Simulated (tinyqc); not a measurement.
Inside a calculation (part 1 of 3). Method: ROHF in the sto-6g basis, for CH, spin multiplicity 4. This run ends on a higher stationary point, not on the lowest solution. Computed by tinyqc, a small Python program that keeps every step (integrals from PySCF). Settings: charge = 0, multiplicity = 4, basis = sto-6g, energy threshold = 1e-10, iteration cap = 90, orthogonalisation = symmetric, start = core, DIIS depth = 8, method = ROHF. Command: `OMP_NUM_THREADS=1 python tinyqc.py 23354 23355 out.jsonl` (the two numbers bound the seeds that draw the settings). One thread of a shared host (Intel(R) Xeon(R) Processor @ 2.60GHz), about 0.1 s of CPU time with the checks. Later iterations appear only in the table of the cycle.

## One-electron integrals

Geometry (angstrom):
```
atom         x         y         z
C     0.000000  0.000000  0.000000
H     0.000000  0.000000  2.193000
```

Basis sto-6g: exponents (1/bohr^2) and contraction coefficients of normalised primitives:
```
element  l (shell)    exponent  coefficient
C            s (1)  742.737049     0.009164
C            s (1)  136.180025     0.049361
C            s (1)   38.098264     0.168538
C            s (1)   13.087782     0.370563
C            s (1)    5.082369     0.416492
C            s (1)    2.093200     0.130334
C            s (2)   30.497239    -0.013253
C            s (2)    6.036200    -0.046992
C            s (2)    1.876046    -0.033785
C            s (2)    0.721783     0.250242
C            s (2)    0.313471     0.595117
C            s (2)    0.143687     0.240706
C            p (3)   30.497239     0.003760
C            p (3)    6.036200     0.037679
C            p (3)    1.876046     0.173897
C            p (3)    0.721783     0.418036
C            p (3)    0.313471     0.425860
C            p (3)    0.143687     0.101708
H            s (1)   35.523221     0.009164
H            s (1)    6.513144     0.049361
H            s (1)    1.822143     0.168538
H            s (1)    0.625955     0.370563
H            s (1)    0.243077     0.416492
H            s (1)    0.100112     0.130334
```

Overlap, kinetic and nuclear-attraction integrals over the contracted functions; the nuclear repulsion is the sum of Za Zb / Rab.

nuclear repulsion = 1.44781727 hartree

overlap S, order 1C 1s, 1C 2s, 1C 2px, 1C 2py, 1C 2pz, 2H 1s:
```
[[1.000000, 0.243228, 0.000000, 0.000000, 0.000000, 0.005054],
 [0.243228, 1.000000, 0.000000, 0.000000, 0.000000, 0.094697],
 [0.000000, 0.000000, 1.000000, 0.000000, 0.000000, 0.000000],
 [0.000000, 0.000000, 0.000000, 1.000000, 0.000000, 0.000000],
 [0.000000, 0.000000, 0.000000, 0.000000, 1.000000, 0.115611],
 [0.005054, 0.094697, 0.000000, 0.000000, 0.115611, 1.000000]]
```

kinetic energy T (hartree), order 1C 1s, 1C 2s, 1C 2px, 1C 2py, 1C 2pz, 2H 1s:
```
[[16.068641, -0.492789, 0.000000, 0.000000, 0.000000, -0.002379],
 [-0.492789, 0.492405, 0.000000, 0.000000, 0.000000, -0.014571],
 [0.000000, 0.000000, 1.479234, 0.000000, 0.000000, 0.000000],
 [0.000000, 0.000000, 0.000000, 1.479234, 0.000000, 0.000000],
 [0.000000, 0.000000, 0.000000, 0.000000, 1.479234, -0.004959],
 [-0.002379, -0.014571, 0.000000, 0.000000, -0.004959, 0.768522]]
```

nuclear attraction V (hartree), order 1C 1s, 1C 2s, 1C 2px, 1C 2py, 1C 2pz, 2H 1s:
```
[[-34.249264, -3.677115, 0.000000, 0.000000, -0.004416, -0.084942],
 [-3.677115, -5.401470, 0.000000, 0.000000, -0.048812, -0.322512],
 [0.000000, 0.000000, -5.394147, 0.000000, 0.000000, 0.000000],
 [0.000000, 0.000000, 0.000000, -5.394147, 0.000000, 0.000000],
 [-0.004416, -0.048812, 0.000000, 0.000000, -5.415429, -0.357408],
 [-0.084942, -0.322512, 0.000000, 0.000000, -0.357408, -2.687071]]
```

core Hamiltonian H = T + V (hartree), order 1C 1s, 1C 2s, 1C 2px, 1C 2py, 1C 2pz, 2H 1s:
```
[[-18.180624, -4.169904, 0.000000, 0.000000, -0.004416, -0.087321],
 [-4.169904, -4.909064, 0.000000, 0.000000, -0.048812, -0.337082],
 [0.000000, 0.000000, -3.914913, 0.000000, 0.000000, 0.000000],
 [0.000000, 0.000000, 0.000000, -3.914913, 0.000000, 0.000000],
 [-0.004416, -0.048812, 0.000000, 0.000000, -3.936195, -0.362367],
 [-0.087321, -0.337082, 0.000000, 0.000000, -0.362367, -1.918549]]
```

## Two-electron integrals

Functions are numbered as in S; the eight-fold symmetry (ij|kl) = (ji|kl) = (kl|ij) leaves the list below.

Two-electron integrals (ij|kl) in chemists' order, unique and non-zero (hartree):
```
(11|11) 3.543743   (21|11) 0.529462   (21|21) 0.100317   (22|11) 0.853596
(22|21) 0.199930   (22|22) 0.624844   (31|31) 0.021271   (32|31) 0.031868
(32|32) 0.138108   (33|11) 0.853598   (33|21) 0.199930   (33|22) 0.624843
(33|33) 0.673218   (41|41) 0.021271   (42|41) 0.031868   (42|42) 0.138108
(43|43) 0.036281   (44|11) 0.853598   (44|21) 0.199930   (44|22) 0.624843
(44|33) 0.600655   (44|44) 0.673218   (51|51) 0.021271   (52|51) 0.031868
(52|52) 0.138108   (53|53) 0.036281   (54|54) 0.036281   (55|11) 0.853598
(55|21) 0.199930   (55|22) 0.624843   (55|33) 0.600655   (55|44) 0.600655
(55|55) 0.673218   (61|11) 0.011427   (61|21) 0.002093   (61|22) 0.004134
(61|33) 0.004119   (61|44) 0.004119   (61|51) 0.000139   (61|52) 0.000275
(61|55) 0.004163   (61|61) 0.000045   (62|11) 0.045771   (62|21) 0.010980
(62|22) 0.040363   (62|33) 0.039351   (62|44) 0.039351   (62|51) 0.001059
(62|52) 0.008388   (62|55) 0.042387   (62|61) 0.000239   (62|62) 0.004512
(63|31) 0.000879   (63|32) 0.005178   (63|53) 0.001435   (63|63) 0.000391
(64|41) 0.000879   (64|42) 0.005178   (64|54) 0.001435   (64|64) 0.000391
(65|11) 0.048258   (65|21) 0.011685   (65|22) 0.044990   (65|33) 0.043122
(65|44) 0.043122   (65|51) 0.001777   (65|52) 0.013220   (65|55) 0.048726
(65|61) 0.000261   (65|62) 0.005880   (65|65) 0.007913   (66|11) 0.241247
(66|21) 0.058675   (66|22) 0.240825   (66|33) 0.234047   (66|44) 0.234047
(66|51) 0.004403   (66|52) 0.048134   (66|55) 0.254381   (66|61) 0.001267
(66|62) 0.041261   (66|65) 0.058004   (66|66) 0.774999
```

## Orthogonalisation

S = U s U^T; symmetric (Loewdin) form X = U s^(-1/2) U^T, so that X^T S X = 1.

eigenvalues of S: [0.736924, 0.891912, 1.000000, 1.000000, 1.104141, 1.267022]

X, order 1C 1s, 1C 2s, 1C 2px, 1C 2py, 1C 2pz, 2H 1s:
```
[[1.023284, -0.126889, 0.000000, 0.000000, -0.000656, 0.006519],
 [-0.126889, 1.026848, 0.000000, 0.000000, 0.004317, -0.049409],
 [0.000000, 0.000000, 1.000000, 0.000000, 0.000000, 0.000000],
 [0.000000, 0.000000, 0.000000, 1.000000, 0.000000, 0.000000],
 [-0.000656, 0.004317, 0.000000, 0.000000, 1.005096, -0.058636],
 [0.006519, -0.049409, 0.000000, 0.000000, -0.058636, 1.008604]]
```

## Starting guess

The start is the orbitals of the core Hamiltonian; D(s) = C_occ C_occ^T for each spin.

D(alpha) at the start, order 1C 1s, 1C 2s, 1C 2px, 1C 2py, 1C 2pz, 2H 1s:
```
[[1.063160, -0.259851, 0.000000, 0.000000, -0.001591, 0.009792],
 [-0.259851, 1.068942, 0.000000, 0.000000, 0.007351, -0.037502],
 [0.000000, 0.000000, 1.000000, 0.000000, 0.000000, 0.000000],
 [0.000000, 0.000000, 0.000000, 1.000000, 0.000000, 0.000000],
 [-0.001591, 0.007351, 0.000000, 0.000000, 1.008877, -0.048343],
 [0.009792, -0.037502, 0.000000, 0.000000, -0.048343, 0.003608]]
```

D(beta) at the start, order 1C 1s, 1C 2s, 1C 2px, 1C 2py, 1C 2pz, 2H 1s:
```
[[1.061261, -0.251410, 0.000000, 0.000000, -0.044522, 0.011545],
 [-0.251410, 1.031419, 0.000000, 0.000000, 0.198207, -0.045295],
 [0.000000, 0.000000, 0.000000, 0.000000, 0.000000, 0.000000],
 [0.000000, 0.000000, 0.000000, 0.000000, 0.000000, 0.000000],
 [-0.044522, 0.198207, 0.000000, 0.000000, 0.038104, -0.008702],
 [0.011545, -0.045295, 0.000000, 0.000000, -0.008702, 0.001989]]
```

## Iteration 1: building the Fock matrix

J_ij = sum D_kl (ij|kl) with D = D(alpha) + D(beta), K_ij = sum D_kl (ik|jl) for each spin; F = H + J - K(s); E = tr D H + tr D J / 2 - 0.5 sum_s tr D(s) K(s) + E_nn.

Coulomb J (hartree), order 1C 1s, 1C 2s, 1C 2px, 1C 2py, 1C 2pz, 2H 1s:
```
[[11.369528, 2.048600, 0.000000, 0.000000, 0.010792, 0.043455],
 [2.048600, 4.814956, 0.000000, 0.000000, 0.051223, 0.296039],
 [0.000000, 0.000000, 4.814162, 0.000000, 0.000000, 0.000000],
 [0.000000, 0.000000, 0.000000, 4.814162, 0.000000, 0.000000],
 [0.010792, 0.051223, 0.000000, 0.000000, 4.816545, 0.326058],
 [0.043455, 0.296039, 0.000000, 0.000000, 0.326058, 1.703085]]
```

exchange K(alpha) (hartree), order 1C 1s, 1C 2s, 1C 2px, 1C 2py, 1C 2pz, 2H 1s:
```
[[3.663693, 0.624466, 0.000000, 0.000000, 0.000051, 0.014950],
 [0.624466, 1.082614, 0.000000, 0.000000, 0.000696, 0.054423],
 [0.000000, 0.000000, 0.899276, 0.000000, 0.000000, 0.000000],
 [0.000000, 0.000000, 0.000000, 0.899276, 0.000000, 0.000000],
 [0.000051, 0.000696, 0.000000, 0.000000, 0.899799, 0.046745],
 [0.014950, 0.054423, 0.000000, 0.000000, 0.046745, 0.007716]]
```

exchange K(beta) (hartree), order 1C 1s, 1C 2s, 1C 2px, 1C 2py, 1C 2pz, 2H 1s:
```
[[3.598966, 0.529357, 0.000000, 0.000000, 0.006959, 0.011937],
 [0.529357, 0.652132, 0.000000, 0.000000, 0.138159, 0.039783],
 [0.000000, 0.000000, 0.149907, 0.000000, 0.000000, 0.000000],
 [0.000000, 0.000000, 0.000000, 0.149907, 0.000000, 0.000000],
 [0.006959, 0.138159, 0.000000, 0.000000, 0.172661, 0.016517],
 [0.011937, 0.039783, 0.000000, 0.000000, 0.016517, 0.004014]]
```

F(alpha) (hartree), order 1C 1s, 1C 2s, 1C 2px, 1C 2py, 1C 2pz, 2H 1s:
```
[[-10.474788, -2.745770, 0.000000, 0.000000, 0.006325, -0.058815],
 [-2.745770, -1.176722, 0.000000, 0.000000, 0.001715, -0.095467],
 [0.000000, 0.000000, -0.000027, 0.000000, 0.000000, 0.000000],
 [0.000000, 0.000000, 0.000000, -0.000027, 0.000000, 0.000000],
 [0.006325, 0.001715, 0.000000, 0.000000, -0.019450, -0.083054],
 [-0.058815, -0.095467, 0.000000, 0.000000, -0.083054, -0.223180]]
```

F(beta) (hartree), order 1C 1s, 1C 2s, 1C 2px, 1C 2py, 1C 2pz, 2H 1s:
```
[[-10.410061, -2.650661, 0.000000, 0.000000, -0.000583, -0.055803],
 [-2.650661, -0.746241, 0.000000, 0.000000, -0.135748, -0.080826],
 [0.000000, 0.000000, 0.749342, 0.000000, 0.000000, 0.000000],
 [0.000000, 0.000000, 0.000000, 0.749342, 0.000000, 0.000000],
 [-0.000583, -0.135748, 0.000000, 0.000000, 0.707689, -0.052827],
 [-0.055803, -0.080826, 0.000000, 0.000000, -0.052827, -0.219479]]
```

total energy of this density = -37.57060954 hartree

## Iteration 1: Roothaan effective Fock matrix

With projectors Pc = D(beta) S, Po = (D(alpha) - D(beta)) S, Pv = 1 - D(alpha) S, the block xy is Px^T F Py; with Fc = (F(alpha) + F(beta))/2, the blocks are Fc for cc, oo, vv and cv, F(beta) for co and F(alpha) for ov.

effective F (hartree), order 1C 1s, 1C 2s, 1C 2px, 1C 2py, 1C 2pz, 2H 1s:
```
[[-10.442351, -2.696246, 0.000000, 0.000000, -0.006744, -0.057865],
 [-2.696246, -0.948293, 0.000000, 0.000000, -0.100417, -0.090619],
 [0.000000, 0.000000, 0.374658, 0.000000, 0.000000, 0.000000],
 [0.000000, 0.000000, 0.000000, 0.374658, 0.000000, 0.000000],
 [-0.006744, -0.100417, 0.000000, 0.000000, 0.331589, -0.065604],
 [-0.057865, -0.090619, 0.000000, 0.000000, -0.065604, -0.221025]]
```

## Iteration 1: diagonalisation and new density

Diagonalise F' = X^T F X, C = X C', fill 5 alpha and 2 beta electrons from the bottom; D(s) = C_occ C_occ^T. Each column has its largest component positive (the first on a tie).

F' = X^T F X (hartree):
```
[[-10.250012, -1.395122, 0.000000, 0.000000, 0.003494, 0.013136],
 [-1.395122, -0.458326, 0.000000, 0.000000, -0.095444, -0.048380],
 [0.000000, 0.000000, 0.374658, 0.000000, 0.000000, 0.000000],
 [0.000000, 0.000000, 0.000000, 0.374658, 0.000000, 0.000000],
 [0.003494, -0.095444, 0.000000, 0.000000, 0.341122, -0.068747],
 [0.013136, -0.048380, 0.000000, 0.000000, -0.068747, -0.209272]]
```

orbital energies (hartree): [-10.444923, -0.313830, -0.179896, 0.362160, 0.374658, 0.374658]

coefficients C, order 1C 1s, 1C 2s, 1C 2px, 1C 2py, 1C 2pz, 2H 1s:
```
[[0.995880, -0.220873, 0.146417, 0.035411, 0.000000, 0.000000],
 [0.016441, 0.843472, -0.585361, -0.136440, 0.000000, 0.000000],
 [0.000000, 0.000000, 0.000000, 0.000000, 0.117052, 0.993126],
 [0.000000, 0.000000, 0.000000, 0.000000, 0.993126, -0.117052],
 [0.000888, 0.150139, -0.035613, 0.994920, 0.000000, 0.000000],
 [-0.001049, 0.466995, 0.883308, -0.157751, 0.000000, 0.000000]]
```

D(alpha) after iteration 1, order 1C 1s, 1C 2s, 1C 2px, 1C 2py, 1C 2pz, 2H 1s:
```
[[1.063254, -0.260465, 0.000000, 0.000000, -0.002261, 0.019553],
 [-0.260465, 1.072978, 0.000000, 0.000000, 0.011752, -0.101650],
 [0.000000, 0.000000, 0.013701, 0.116248, 0.000000, 0.000000],
 [0.000000, 0.000000, 0.116248, 0.986299, 0.000000, 0.000000],
 [-0.002261, 0.011752, 0.000000, 0.000000, 1.013676, -0.118294],
 [0.019553, -0.101650, 0.000000, 0.000000, -0.118294, 1.023203]]
```

D(beta) after iteration 1, order 1C 1s, 1C 2s, 1C 2px, 1C 2py, 1C 2pz, 2H 1s:
```
[[1.040562, -0.169927, 0.000000, 0.000000, -0.032278, -0.104192],
 [-0.169927, 0.711715, 0.000000, 0.000000, 0.126653, 0.393880],
 [0.000000, 0.000000, 0.000000, 0.000000, 0.000000, 0.000000],
 [0.000000, 0.000000, 0.000000, 0.000000, 0.000000, 0.000000],
 [-0.032278, 0.126653, 0.000000, 0.000000, 0.022542, 0.070113],
 [-0.104192, 0.393880, 0.000000, 0.000000, 0.070113, 0.218085]]
```

Within a degenerate level the vectors are fixed only up to a rotation; this is one choice.

## Iteration 2: building the Fock matrix

As before.

Coulomb J (hartree), order 1C 1s, 1C 2s, 1C 2px, 1C 2py, 1C 2pz, 2H 1s:
```
[[10.580773, 1.869225, 0.000000, 0.000000, 0.013241, 0.039796],
 [1.869225, 4.328673, 0.000000, 0.000000, 0.099358, 0.297645],
 [0.000000, 0.000000, 4.271594, 0.008435, 0.000000, 0.000000],
 [0.000000, 0.000000, 0.008435, 4.342168, 0.000000, 0.000000],
 [0.013241, 0.099358, 0.000000, 0.000000, 4.372258, 0.343541],
 [0.039796, 0.297645, 0.000000, 0.000000, 0.343541, 2.377802]]
```

exchange K(alpha) (hartree), order 1C 1s, 1C 2s, 1C 2px, 1C 2py, 1C 2pz, 2H 1s:
```
[[3.642591, 0.592670, 0.000000, 0.000000, 0.000041, 0.013661],
 [0.592670, 0.945917, 0.000000, 0.000000, 0.002704, 0.072818],
 [0.000000, 0.000000, 0.235030, 0.074042, 0.000000, 0.000000],
 [0.000000, 0.000000, 0.074042, 0.854513, 0.000000, 0.000000],
 [0.000041, 0.002704, 0.000000, 0.000000, 0.866859, 0.083191],
 [0.013661, 0.072818, 0.000000, 0.000000, 0.083191, 0.784233]]
```

exchange K(beta) (hartree), order 1C 1s, 1C 2s, 1C 2px, 1C 2py, 1C 2pz, 2H 1s:
```
[[3.578718, 0.532966, 0.000000, 0.000000, 0.001261, 0.010332],
 [0.532966, 0.515932, 0.000000, 0.000000, 0.114026, 0.138290],
 [0.000000, 0.000000, 0.114597, 0.000000, 0.000000, 0.000000],
 [0.000000, 0.000000, 0.000000, 0.114597, 0.000000, 0.000000],
 [0.001261, 0.114026, 0.000000, 0.000000, 0.143375, 0.065666],
 [0.010332, 0.138290, 0.000000, 0.000000, 0.065666, 0.214217]]
```

F(alpha) (hartree), order 1C 1s, 1C 2s, 1C 2px, 1C 2py, 1C 2pz, 2H 1s:
```
[[-11.242441, -2.893349, 0.000000, 0.000000, 0.008784, -0.061185],
 [-2.893349, -1.526309, 0.000000, 0.000000, 0.047841, -0.112255],
 [0.000000, 0.000000, 0.121651, -0.065607, 0.000000, 0.000000],
 [0.000000, 0.000000, -0.065607, -0.427257, 0.000000, 0.000000],
 [0.008784, 0.047841, 0.000000, 0.000000, -0.430797, -0.102017],
 [-0.061185, -0.112255, 0.000000, 0.000000, -0.102017, -0.324981]]
```

F(beta) (hartree), order 1C 1s, 1C 2s, 1C 2px, 1C 2py, 1C 2pz, 2H 1s:
```
[[-11.178569, -2.833646, 0.000000, 0.000000, 0.007565, -0.057856],
 [-2.833646, -1.096323, 0.000000, 0.000000, -0.063480, -0.177726],
 [0.000000, 0.000000, 0.242085, 0.008435, 0.000000, 0.000000],
 [0.000000, 0.000000, 0.008435, 0.312659, 0.000000, 0.000000],
 [0.007565, -0.063480, 0.000000, 0.000000, 0.292687, -0.084492],
 [-0.057856, -0.177726, 0.000000, 0.000000, -0.084492, 0.245035]]
```

total energy of this density = -37.92432066 hartree

## Iteration 2: Roothaan effective Fock matrix

As before.

effective F (hartree), order 1C 1s, 1C 2s, 1C 2px, 1C 2py, 1C 2pz, 2H 1s:
```
[[-11.210757, -2.856322, 0.000000, 0.000000, 0.002957, -0.070856],
 [-2.856322, -1.307745, 0.000000, 0.000000, -0.029360, -0.141304],
 [0.000000, 0.000000, 0.181868, -0.028586, 0.000000, 0.000000],
 [0.000000, 0.000000, -0.028586, -0.057299, 0.000000, 0.000000],
 [0.002957, -0.029360, 0.000000, 0.000000, -0.078900, -0.105247],
 [-0.070856, -0.141304, 0.000000, 0.000000, -0.105247, -0.031184]]
```

## Iteration 2: DIIS over 2 matrices

error matrix X^T (FDS - SDF) X:
```
[[0.000000, -0.013723, 0.000000, 0.000000, -0.003065, 0.053071],
 [0.013723, 0.000000, 0.000000, 0.000000, -0.031572, -0.198560],
 [0.000000, 0.000000, 0.000000, 0.000000, 0.000000, 0.000000],
 [0.000000, 0.000000, 0.000000, 0.000000, 0.000000, 0.000000],
 [0.003065, 0.031572, 0.000000, 0.000000, 0.000000, -0.023780],
 [-0.053071, 0.198560, 0.000000, 0.000000, 0.023780, 0.000000]]
```

B (overlaps of the stored error matrices):
```
[[4.8159906e-02, -4.7067055e-02],
 [-4.7067055e-02, 8.8005438e-02]]
```

Minimise |sum c_i e_i|^2 with sum c_i = 1: solve [B -1; -1 0][c; lambda] = [0; -1] with B_ij = tr e_i^T e_j, and take F = sum c_i F_i.

DIIS coefficients: [0.586508, 0.413492]

extrapolated F (hartree), order 1C 1s, 1C 2s, 1C 2px, 1C 2py, 1C 2pz, 2H 1s:
```
[[-10.760081, -2.762436, 0.000000, 0.000000, -0.002733, -0.063237],
 [-2.762436, -1.096924, 0.000000, 0.000000, -0.071036, -0.111577],
 [0.000000, 0.000000, 0.294941, -0.011820, 0.000000, 0.000000],
 [0.000000, 0.000000, -0.011820, 0.196047, 0.000000, 0.000000],
 [-0.002733, -0.071036, 0.000000, 0.000000, 0.161855, -0.081996],
 [-0.063237, -0.111577, 0.000000, 0.000000, -0.081996, -0.142527]]
```

## Iteration 2: diagonalisation and new density

As before.

F' = X^T F X (hartree):
```
[[-10.567949, -1.405155, 0.000000, 0.000000, 0.004009, 0.011136],
 [-1.405155, -0.600401, 0.000000, 0.000000, -0.064700, -0.068235],
 [0.000000, 0.000000, 0.294941, -0.011820, 0.000000, 0.000000],
 [0.000000, 0.000000, -0.011820, 0.196047, 0.000000, 0.000000],
 [0.004009, -0.064700, 0.000000, 0.000000, 0.172113, -0.081617],
 [0.011136, -0.068235, 0.000000, 0.000000, -0.081617, -0.126211]]
```

orbital energies (hartree): [-10.762252, -0.433447, -0.123287, 0.194654, 0.196539, 0.296334]

coefficients C, order 1C 1s, 1C 2s, 1C 2px, 1C 2py, 1C 2pz, 2H 1s:
```
[[0.996256, -0.253206, 0.079281, 0.000000, 0.018103, 0.000000],
 [0.014970, 0.979418, -0.330549, 0.000000, -0.065058, 0.000000],
 [0.000000, 0.000000, 0.000000, 0.117052, 0.000000, 0.993126],
 [0.000000, 0.000000, 0.000000, 0.993126, 0.000000, -0.117052],
 [0.000399, 0.126323, 0.144227, 0.000000, 0.988391, 0.000000],
 [-0.000493, 0.198164, 0.950497, 0.000000, -0.283707, 0.000000]]
```

D(alpha) after iteration 2, order 1C 1s, 1C 2s, 1C 2px, 1C 2py, 1C 2pz, 2H 1s:
```
[[1.063254, -0.260465, 0.000000, 0.000000, -0.002261, 0.019553],
 [-0.260465, 1.072978, 0.000000, 0.000000, 0.011752, -0.101650],
 [0.000000, 0.000000, 0.013701, 0.116248, 0.000000, 0.000000],
 [0.000000, 0.000000, 0.116248, 0.986299, 0.000000, 0.000000],
 [-0.002261, 0.011752, 0.000000, 0.000000, 1.013676, -0.118294],
 [0.019553, -0.101650, 0.000000, 0.000000, -0.118294, 1.023203]]
```

D(beta) after iteration 2, order 1C 1s, 1C 2s, 1C 2px, 1C 2py, 1C 2pz, 2H 1s:
```
[[1.056640, -0.233081, 0.000000, 0.000000, -0.031588, -0.050668],
 [-0.233081, 0.959483, 0.000000, 0.000000, 0.123729, 0.194078],
 [0.000000, 0.000000, 0.000000, 0.000000, 0.000000, 0.000000],
 [0.000000, 0.000000, 0.000000, 0.000000, 0.000000, 0.000000],
 [-0.031588, 0.123729, 0.000000, 0.000000, 0.015958, 0.025032],
 [-0.050668, 0.194078, 0.000000, 0.000000, 0.025032, 0.039269]]
```
